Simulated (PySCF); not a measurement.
Gas-phase reaction: Si2O2 + CO2 → Si2C + 4 O

Energies from PySCF (xtb for GFN2), thermal terms from the rigid-rotor harmonic-oscillator model, ideal gas at 1 bar. S°(298 K) at PBE0/def2-TZVP differs from the NASA 1993 table for Si2C (+23 J/mol/K); whether the harmonic model or the table's entry is off was not settled. † marks an energy on the PBE0/def2-TZVP geometry and frequencies; other levels use their own. MP2 and CCSD(T) freeze the core. 6-31G* has spherical d functions here. Open shells (unrestricted): O (multiplicity 3, electronic degeneracy 9); the rest are closed-shell singlets. GFN2 has no spin-polarisation term. Spin-orbit splitting is ignored; it lowers the true energy and changes the entropy of O. B3LYP is the form with VWN-RPA correlation. Si2O2: computed as isolated molecules; such fragments, hydroxides, amides, oligomers or adducts are transient or little studied in the gas. MP2 isn't extrapolated to the basis-set limit; its ΔH°(298 K) is 2293.5 kJ in def2-SVP and 2435.1 kJ in def2-TZVPP. CCSD(T) isn't extrapolated to the basis-set limit; its ΔH°(298 K) is 2153.3 kJ in def2-SVP and 2281.3 kJ in def2-TZVPP. The harmonic model lacks anharmonicity and excited electronic states, which grow with temperature; levels with a mode under 35 cm⁻¹ are left out. Warning, point group unlike the PBE0 one: Si2C (B3LYP/6-31G*, GFN2-xTB).

```json
[
 {"level": "B3LYP/6-31G*", "ΔE electronic, kJ": "2300", "ΔH°(298 K), kJ": "2275", "ΔS°(298 K), J/K": "417", "ΔG°(1800 K), kJ": "1490"},
 {"level": "CCSD(T)/def2-TZVPP†", "ΔE electronic, kJ": "2308", "ΔH°(298 K), kJ": "2281", "ΔS°(298 K), J/K": "428", "ΔG°(1800 K), kJ": "1483"},
 {"level": "GFN2-xTB", "ΔE electronic, kJ": "3886", "ΔH°(298 K), kJ": "3864", "ΔS°(298 K), J/K": "419", "ΔG°(1800 K), kJ": "3079"},
 {"level": "M06-2X/def2-TZVP†", "ΔE electronic, kJ": "2405", "ΔH°(298 K), kJ": "2379", "ΔS°(298 K), J/K": "428", "ΔG°(1800 K), kJ": "1580"},
 {"level": "MP2/def2-SVP†", "ΔE electronic, kJ": "2320", "ΔH°(298 K), kJ": "2294", "ΔS°(298 K), J/K": "428", "ΔG°(1800 K), kJ": "1495"},
 {"level": "PBE/def2-SVP", "ΔE electronic, kJ": "2482", "ΔH°(298 K), kJ": "2458", "ΔS°(298 K), J/K": "428", "ΔG°(1800 K), kJ": "1661"},
 {"level": "PBE0/def2-QZVP†", "ΔE electronic, kJ": "2364", "ΔH°(298 K), kJ": "2338", "ΔS°(298 K), J/K": "428", "ΔG°(1800 K), kJ": "1540"},
 {"level": "PBE0/def2-SVP†", "ΔE electronic, kJ": "2326", "ΔH°(298 K), kJ": "2300", "ΔS°(298 K), J/K": "428", "ΔG°(1800 K), kJ": "1502"},
 {"level": "ωB97M-V/def2-TZVP†", "ΔE electronic, kJ": "2408", "ΔH°(298 K), kJ": "2382", "ΔS°(298 K), J/K": "428", "ΔG°(1800 K), kJ": "1583"}
]
```
ΔH° is lowest at B3LYP/6-31G* and highest at GFN2-xTB. No reference value is set beside these.
